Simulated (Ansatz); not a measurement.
Si(SMe)H3 (CH6SSi). Charge 0, multiplicity 3. Geometry PBE-D4/def2-TZVP, that of the neutral singlet; atoms count from 1.

```tsv
atom	x (Å)	y (Å)	z (Å)
Si1	-1.235	0.187	-0.816
S2	0.493	1.231	-0.110
C3	1.288	-0.128	0.826
H4	0.642	-0.472	1.644
H5	2.212	0.283	1.250
H6	1.541	-0.968	0.167
H7	-0.863	-0.947	-1.722
H8	-2.050	1.190	-1.563
H9	-2.027	-0.376	0.324
```

At PBE0-D4/def2-TZVP a singlet of charge 0 lies 5.15 eV below the triplet at the same geometry.

Estimate the Mulliken populations from the PBE0/def2-TZVP orbitals of Ansatz.


| atom | charge (e) | spin (α − β) |
| --- | --- | --- |
| Si1 | -0.04 | 0.31 |
| S2 | -0.07 | 1.38 |
| C3 | -0.12 | -0.11 |
| H4 | 0.09 | 0.10 |
| H5 | 0.07 | 0.09 |
| H6 | 0.09 | 0.11 |
| H7 | -0.01 | 0.06 |
| H8 | 0.00 | -0.01 |
| H9 | -0.01 | 0.07 |
Mulliken values depend strongly on the basis.

Where does the spin sit?

Summed by element: Si 0.31, S 1.38, C -0.11, H 0.42, of 2 unpaired in all. Largest on single atoms: S2 1.38, Si1 0.31, H6 0.11.

And the Mayer bond orders between heavy atoms (over 0.3)?

Si1–S2 1.13 (2.14 Å); S2–C3 0.44 (1.83 Å).
